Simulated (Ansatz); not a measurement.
**SO2 (SMILES O=S=O): r2SCAN0/def2-TZVPP**

What is the energy change on altering one bond length of SO2 at r2SCAN0/def2-TZVPP? 

The results are computed with Ansatz 0.2.0.

41 further runs of the same task are left out: 1 that didn't finish, 40 set aside as unsound or not needed.

**1. The molecule**

SO2 has 3 atoms, charge 0, and is taken as a singlet. SMILES: `O=S=O`. Geometry: relaxed at PBE0-D4/def2-TZVP.

Bond lengths: O1–S2 1.431 Å, S2–O3 1.431 Å. Angles: O1–S2–O3 118.9°.

**2. A single-point energy at r2SCAN0/def2-TZVPP**

The input, input.yaml:

```yaml
crystal:
  periodic: [false, false, false]
  atoms:
    - {symbol: O, position_ang: [-0.974420, 0.645900, -0.459510]}
    - {symbol: S, position_ang: [0.269520, 0.357380, 0.186790]}
    - {symbol: O, position_ang: [0.704900, -1.003280, 0.272720]}
basis:
  gaussian:
    orbitals: def2-TZVPP
hamiltonian:
  xc: {name: r2SCAN0}
accuracy: high
output: {orbitals: {seedname: orbitals}}
```

Started as:

```sh
ansatz run input.yaml --threads 1 --pin off --max-ram 3480MiB --events-out events.jsonl --progress --plain --runs-dir runs
```

What it wrote:

```text
Warning: RAYON_NUM_THREADS=1 ignored (pool sized by the plan → 1); use --threads N
Functional definition: r2SCAN0
  name "r2SCAN0"
  parameter a = 0.25
  parameter k0 = 0.174
  parameter k1 = 0.065
  parameter a1 = 4.9479
  exchange = (1 - a)*r2scan_x(k0 = k0, k1 = k1, a1 = a1) + a*exact_x
  correlation = r2scan_c
1620 factors; integrals over basis functions are off by at most 3.2e-9 eV
mean field evaluation 1: about -14920.9983 eV, gradient 6.3e1 eV
mean field evaluation 2: about -14905.4933 eV, gradient 1.1e2 eV
mean field evaluation 4: about -14927.4688 eV, gradient 1.4e0 eV
mean field evaluation 8: about -14927.4715 eV, gradient 1.5e-2 eV
mean field evaluation 16: about -14927.4715 eV, gradient 4.9e-6 eV
mean field -14927.47152675 eV, -548.5744604043 hartree, gradient 6.1e-8 eV, S^2 0.000000; 0 other end points of the search recorded, 0 dependent functions left out
reference -14927.47152708 eV, -548.5744604165 hartree; 16, 16 occupied and 88, 88 virtual orbitals, 1620 factors
Total energy: -14927.47152708 eV, -548.5744604165 hartree
```

Run time: 8.1 s. Hardware: 1 thread of Arm Neoverse V1, shared host; peak memory 0.27 GiB.

**3. The distorted shape**

The input, run.yaml:

```yaml
crystal:
  periodic: [false, false, false]
  atoms:
    - {symbol: O, position_ang: [-2.467113, 0.992116, -1.235052]}
    - {symbol: S, position_ang: [0.269520, 0.357380, 0.186790]}
    - {symbol: O, position_ang: [0.704900, -1.003280, 0.272720]}
basis:
  gaussian: {orbitals: def2-TZVPP}
accuracy: high
output: {orbitals: {seedname: orbitals}}
hamiltonian: {xc: {name: r2SCAN0}}
```

Started as:

```sh
ansatz run run.yaml --threads 1 --pin off --max-ram 3480MiB --events-out events.jsonl --progress --plain --runs-dir runs
```

What it wrote (excerpt; [...] marks lines left out):

```text
Warning: RAYON_NUM_THREADS=1 ignored (pool sized by the plan → 1); use --threads N
[... 8 set-up lines as earlier in the session ...]
1449 factors; integrals over basis functions are off by at most 6.9e-9 eV
mean field evaluation 1: about -14882.2895 eV, gradient 9.8e1 eV
mean field evaluation 2: about -14397.1933 eV, gradient 2.2e2 eV
mean field evaluation 4: about -14729.2927 eV, gradient 1.8e2 eV
mean field evaluation 8: about -14901.1702 eV, gradient 7.7e1 eV
mean field evaluation 16: about -14918.3934 eV, gradient 3.1e-1 eV
mean field evaluation 32: about -14918.3809 eV, gradient 1.1e0 eV
mean field -14918.39403350 eV, -548.2408686804 hartree, gradient 9.0e-8 eV, S^2 0.000000; 4 other end points of the search recorded, 0 dependent functions left out
reference -14918.39403387 eV, -548.2408686940 hartree; 16, 16 occupied and 88, 88 virtual orbitals, 1449 factors
Total energy: -14918.39403387 eV, -548.2408686940 hartree
```

It took 14 s on 1 thread of Arm Neoverse V1, shared host; peak memory 0.26 GiB.

**4. Outcome**

Level: r2SCAN0/def2-TZVPP.

| quantity | value |
| --- | --- |
| first shape: total energy | -548.57446 Eh |
| first shape: HOMO energy | -9.76 eV |
| first shape: LUMO energy | -3.34 eV |
| first shape: HOMO–LUMO gap | 6.41 eV |
| distorted shape: total energy | -548.24087 Eh |
| distorted shape: HOMO energy | -7.80 eV |
| distorted shape: LUMO energy | -5.81 eV |
| distorted shape: HOMO–LUMO gap | 1.99 eV |
| energy change with the O1–S2 bond stretched from 1.431 to 3.149 Å | 9.077 eV |

In words: One bond (distorted shape) is far stretched, which a spin-restricted single reference describes badly; a broken-symmetry solution may lie lower. With the O1–S2 bond stretched from 1.431 to 3.149 Å the energy rises by 9.08 eV (209 kcal/mol). The first shape isn't relaxed at this level, so the change isn't measured from a minimum. A restricted reference can't describe the breaking bond well at this length.
